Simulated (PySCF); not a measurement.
Compound: difluorodisulfane, S2F2.
Structure used (PBE0-D3(BJ)/def2-TZVP), in Å, numbered top down from 1:
```xyz
4
S2F2 angstrom
F     -1.853    0.327    0.167
S     -0.728   -0.623   -0.537
S      0.876   -0.494    0.455
F      1.743    0.764   -0.118
```

Linear response at PBE0/aug-cc-pVTZ (PySCF, frozen core in the response, non-relativistic). Isolated species at its PBE0-D3(BJ)/def2-TZVP geometry, gas phase.

Static isotropic polarisability: 44.20 au (6.55 Å³), principal values 35.7, 37.0, 59.9 au.

Question: What is the polarisability at 1064 nm and at the sodium D line?

Answer: 44.63 au at 1064 nm (+1.0 %), 45.68 au at 589.3 nm (+3.4 %). The rise at 589.3 nm is 3.39 times that at 1064 nm; a pure ω² law gives 3.26. The lowest singlet lies at 245 nm, shorter than both wavelengths.

Question: What is the isotropic C6 coefficient between two such molecules, C6 = (3/π)∫α(iω)² dω?

Answer: 771.3 au (Eh·bohr⁶) by a ten-point quadrature over imaginary frequencies, which is 461 eV·Å⁶ or 44.5 J·nm⁶/mol.

Question: Which effective excitation energy ω̄ makes London's formula C6 = (3/4)α²ω̄ exact here?

Answer: ω̄ = 4·C6/(3α²) = 0.526 Eh = 14.3 eV. A one-pole form α(ω) = α/(1 − ω²/ω̄²) fitted to the 1064 nm value gives 11.8 eV.

Question: What three-body coefficient follows from the one-pole estimate C9 = (3/4)·α·C6?

Answer: 25600 au. This is an estimate from the two numbers above, not a computed integral.

Question: How anisotropic is the static polarisability, by Δα² = ½[(α1 − α2)² + (α2 − α3)² + (α3 − α1)²]?

Answer: Δα = 23.6 au, or 0.53 of the isotropic value.

Question: What does −C6/R⁶ come to at R = 10 Å between centres?

Answer: -44 J/mol. This is the leading, orientation-averaged term; C8 and higher terms are left out.

Hardware: an Arm Neoverse V1 with one thread, no GPU (shared host). Cost: 19 s, 0.71 GiB resident at most. This is the whole response run at PBE0/aug-cc-pVTZ, SCF included.
